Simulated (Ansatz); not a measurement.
doublet F2(+): levels of theory in one basis

```
atom   x (Å)   y (Å)   z (Å)
   F  0.0000  0.0000  0.0000
   F  0.0000  0.0000  1.6200
```

Basis set: def2-SVP (spherical functions). Correlated methods keep 2 orbitals frozen. Correlation on ROHF uses semicanonical orbitals with singles. Charge 1, multiplicity 2.

Computed with Ansatz (development build ahead of 0.2.0); each method stands on the lowest determinant of its kind that the runs found.

```tsv
method	E − E(ROHF) (eV)	<S²> of the determinant
ROHF	0.00	0.75
UHF	-1.45	1.65
ROHF-MP2	-8.88	–
UHF-MP2	-8.72	1.65
```

Q: Is a single determinant a sound starting point here?

A: It is doubtful. Unrestricted orbitals lower Hartree–Fock by 1.45 eV and <S²> is 1.65 where a pure state has 0.75, a sign of strong static correlation.

Caution: the charge can sit on one fragment and break the point group. Caution for ROHF, ROHF-MP2: an unrestricted determinant lies well below. Caution for UHF, UHF-MP2: the unrestricted determinant is a mixture of spin states. Caution for ROHF-MP2, UHF-MP2: bonds are stretched, where a single reference can fail; forces differ strongly between restricted and unrestricted references. Caution for ROHF-MP2: other determinants can give a lower correlated total.
